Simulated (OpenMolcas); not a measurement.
**BH3 (borane): methods side by side**

BH3: 4 atoms, total charge 0, spin state singlet. As SMILES, `B`. Geometry: relaxed at PBE0-D4/def2-TZVP.

Quantity: the lowest excitation energy, in eV. The values are calculated.

```
                                    level                   kind     program  value (eV)  CPU time
                        CASPT2(6,7)/3-21G         multireference  OpenMolcas        5.96     3.7 s
                        CASPT2(6,7)/6-31G         multireference  OpenMolcas        6.03       4 s
CIS(6,14)/ANO-XS-VDZ (DKH2, RICD fitting)  coupled cluster or CI  OpenMolcas        6.60     5.1 s
                                FCI/3-21G     exact in the basis  OpenMolcas        5.96      26 s
                                FCI/6-31G     exact in the basis  OpenMolcas        6.03     3.7 s
      FCI/ANO-XS-VDZ (DKH2, RICD fitting)     exact in the basis  OpenMolcas        5.91      10 s
```

The values span 5.91 to 6.60 eV. High-level rows in very small sets aren't better than simpler rows in larger ones. CPU times are rough (shared hosts, several kinds of processor and program).
